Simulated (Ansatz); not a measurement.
# CHSSi− (SMILES C#[Si][S-]): single points off equilibrium

The atoms stand at a structure displaced at random from a GFN2-xTB minimum. How far do the functionals agree with CCSD(T) there?

The runs use Ansatz 0.2.0, Gaussian basis; single points in def2-TZVPPD.

Correlated methods freeze the cores. B3LYP uses VWN-RPA correlation.

### Step 1. Starting geometry

4 atoms, charge -1, spin multiplicity 1.

Atoms are counted from 1 here; the program's logs count them from 0.

Bond lengths: C1–Si2 1.802 Å, C1–H4 1.103 Å, Si2–S3 2.045 Å. Angles: Si2–C1–H4 125.7°, C1–Si2–S3 169.8°.

Geometry (Å):

```
atom     x (Å)     y (Å)     z (Å)
  C1   0.74630   1.00950   0.08460
 Si2  -0.18330  -0.52980  -0.03750
  S3  -0.93470  -2.41010  -0.32630
  H4   0.31590   2.00950   0.25950
```

### Step 2. CCSD(T)/def2-TZVPPD

Contents of run/in.yaml:

```yaml
crystal:
  periodic: [false, false, false]
  atoms:
    - {symbol: C, position_ang: [0.746300, 1.009500, 0.084600]}
    - {symbol: Si, position_ang: [-0.183300, -0.529800, -0.037500]}
    - {symbol: S, position_ang: [-0.934700, -2.410100, -0.326300]}
    - {symbol: H, position_ang: [0.315900, 2.009500, 0.259500]}
basis:
  gaussian: {orbitals: "def2-TZVPPD.json"}
total_charge: -1
correlation: {method: ccsd_t}
output: {forces: true}
```

The basis file named in the input lies beside it (Basis Set Exchange, JSON).

The command line of these runs was not kept.

### Step 3. PBE0-D4/def2-TZVPPD

run/in.yaml, as its differences from that of step 2:

```diff
@@ -10,3 +10,3 @@
 total_charge: -1
-correlation: {method: ccsd_t}
-output: {forces: true}
+hamiltonian: {xc: pbe0, dispersion: d4}
+output: {forces: true, orbitals: {seedname: orbitals}}
```

### Step 4. wB97M-V/def2-TZVPPD

run/in.yaml, as its differences from that of step 3:

```diff
@@ -10,3 +10,3 @@
 total_charge: -1
-hamiltonian: {xc: pbe0, dispersion: d4}
-output: {forces: true, orbitals: {seedname: orbitals}}
+hamiltonian: {xc: {name: wB97M-V}}
+output: {forces: true}
```

### Step 5. r2SCAN-D4/def2-TZVPPD

run/in.yaml, as its differences from that of step 4:

```diff
@@ -10,3 +10,3 @@
 total_charge: -1
-hamiltonian: {xc: {name: wB97M-V}}
+hamiltonian: {xc: r2scan, dispersion: d4}
 output: {forces: true}
```

### Step 6. PBE-D4/def2-TZVPPD

run/in.yaml, as its differences from that of step 5:

```diff
@@ -10,3 +10,3 @@
 total_charge: -1
-hamiltonian: {xc: r2scan, dispersion: d4}
+hamiltonian: {xc: pbe, dispersion: d4}
 output: {forces: true}
```

### Step 7. HSE06-D4/def2-TZVPPD

run/in.yaml, as its differences from that of step 6:

```diff
@@ -10,3 +10,3 @@
 total_charge: -1
-hamiltonian: {xc: pbe, dispersion: d4}
+hamiltonian: {xc: hse06, dispersion: d4}
 output: {forces: true}
```

### Step 8. B3LYP-D4/def2-TZVPPD

run/in.yaml, as its differences from that of step 7:

```diff
@@ -10,3 +10,3 @@
 total_charge: -1
-hamiltonian: {xc: hse06, dispersion: d4}
+hamiltonian: {xc: {name: B3LYP}, dispersion: d4}
 output: {forces: true}
```

(Steps that only read results are left out.)

Before running it: what results should come out? Wanted: RMS force component; RMS force error; HOMO and LUMO, PBE0-D4; T1 diagnostic.

The runs gave:

```
              quantity                                                                                             value
   RMS force component                                                              1.193 to 1.475 eV/Å over the methods
       RMS force error  PBE0-D4 0.233, wB97M-V 0.331, r2SCAN-D4 0.145, PBE-D4 0.111, HSE06-D4 0.219, B3LYP-D4 0.144 eV/Å
HOMO and LUMO, PBE0-D4                                                                                 -0.78 and 2.81 eV
         T1 diagnostic                                                                                             0.024
```

On forces the order runs from PBE-D4 to wB97M-V. Frozen-core CCSD(T) forces in triple zeta carry basis errors of their own, and this is one geometry, so small gaps rank nothing. The restricted Hartree–Fock reference is unstable towards an unrestricted one at one or more of these structures.
